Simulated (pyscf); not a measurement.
Structures and frequencies: ωB97X-D3(BJ)/def2-SVP in PySCF. MP2 and CC: frozen core, UHF for open shells. ΔMP2 is the change of the MP2 total energy from the triple- to the quadruple-zeta basis.

**Question.** What are the homolytic bond dissociation enthalpies (298 K) of `[CH3][Br]` at CCSD(T)/def2-TZVPP + ΔMP2(QZVPP), weakest first?

**Answer.** Br–C to CH₃• + Br•: 3.18 eV; C–H to •H₂C–Br + H•: 4.35 eV. Ring and multiple bonds, and those that leave no two simple radicals, are not listed. The CCSD(T) − MP2 part came from Ansatz, without density fitting, on the same reference. The frozen core leaves the outer d or s,p core shells of the metals and heavy elements correlated in the MP2 and CC values, and def2-TZVPP describes them poorly, which can shift differences by a few kcal/mol. Left out: the spin-orbit lowering of Br, which is large for Br, Se, Te and I. Elements up to Kr have no core potential and no relativistic terms here.
